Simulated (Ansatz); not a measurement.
Born–Oppenheimer molecular dynamics of H5NOSi (8 atoms, charge 0, multiplicity 1). It starts at the highest image of a converged band. Of that band: Neighbouring images differ by up to 1.5 eV, so the band resolves the path poorly. A vibrational analysis at the climbing image gives one clearly imaginary mode, 1432i cm⁻¹: a first-order saddle point.

Theory: RKS B3LYP/def2-SVP in Ansatz 0.2.0.

```
ensemble                      : NVE (velocity Verlet)
time step                     : 0.5 fs
steps asked                   : 200
starting velocities drawn for : 300 K
seed                          : 11546
```

First frame:

```xyz
8
Properties=species:S:1:pos:R:3
Si -0.263 0.017 0.270
H 0.864 -0.018 1.422
O 1.696 -0.036 0.410
H 1.973 -0.967 0.338
H -0.434 1.093 -0.760
N -0.781 -1.419 -0.536
H -1.030 -2.270 -0.044
H -0.977 -1.481 -1.531
```

(1) How far do the bonds stretch over the last three quarters of this one trajectory? (Pairs bonded in most of those frames.)

Answers

(1) 
```tsv
bond	mean (Å)	spread (Å)	shortest	longest
Si1–O3	1.688	0.059	1.57	1.79
Si1–H5	1.496	0.029	1.45	1.58
Si1–N6	1.746	0.035	1.69	1.80
O3–H4	0.974	0.017	0.94	1.01
N6–H7	1.026	0.014	1.00	1.05
N6–H8	1.027	0.011	1.00	1.05
```

Mean temperature of the second half: 2342 K. The conserved energy stayed within 1.2 meV per atom of its start (net change -0.22 meV per atom), so the integration is sound. The kinetic energy rose, since the run started high on the potential surface and went downhill. A run of 0.1 ps of so small a system gives no equilibrium averages. The orbitals stay closed-shell, which can raise the energy where a bond breaks towards radicals; this wasn't checked here.

Run time: 5.4 min on 1 thread of Arm Neoverse V2 (shared host), peak memory 0.12 GiB.
